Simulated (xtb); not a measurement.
xtb input (GFN2-xTB):

```bash
xtb mol.xyz --gfn 2 --ohess tight --chrg 0 --uhf 0
```
mol.xyz:
```
11

C     -0.16217189    -0.56564482    -0.01304006
C      1.30197245    -0.21685076    -0.02260477
C     -1.04351551     0.60908741     0.00230153
H     -0.40831185    -1.18494176     0.90219509
H     -0.34344507    -1.16378173    -0.85426396
H      1.98828454    -1.04953915     0.03044073
Cl    -2.73972714     0.18931524    -0.01873705
H      1.56079416     0.38931398    -0.91195740
H      1.56421544     0.40221517     0.90443343
H     -0.88850843     1.23219030     0.87493772
H     -0.82783039     1.29964042    -0.91439286
```

End of the output:

```
optimized geometry written to: xtbopt.xyz

           -------------------------------------------------
          | TOTAL ENERGY              -14.542768529396 Eh   |
          | TOTAL ENTHALPY            -14.443024976402 Eh   |
          | TOTAL FREE ENERGY         -14.478038343118 Eh   |
          | GRADIENT NORM               0.000201216580 Eh/α |
          | HOMO-LUMO GAP               6.923967753592 eV   |
           -------------------------------------------------

------------------------------------------------------------------------
------------------------------------------------------------------------
 total:
 SCF:
 ANC optimizer:
 analytical hessian:
```
